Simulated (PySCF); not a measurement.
**Ionisation energy of Mg by level of theory**

Mg [Ne] 3s2 (1S) → Mg⁺ [Ne] 3s1 (2S), as a difference of total energies. Computed with PySCF 2.14 in cc-pVTZ, with the non-relativistic Hamiltonian (point nucleus). Correlated levels: valence: [Ne] frozen. The calculations carry no spin-orbit coupling.

```csv
method,ionisation energy (eV)
UHF,6.607
B3LYP,7.728
r2SCAN,7.367
MP2 (valence),7.248
SCS-MP2 (valence),7.376
CCSD (valence),7.525
```

**Question.** How much does correlation contribute at MP2 (valence)?

**Answer.** 7.248 − (6.607) = 0.641 eV, measured against UHF.

Errors of the correlated levels include the incompleteness of this basis and the frozen core.

With two correlated electrons CCSD is exact in that space.

For comparison: 7.646 eV (measured; NIST Atomic Spectra Database, ionization energies).
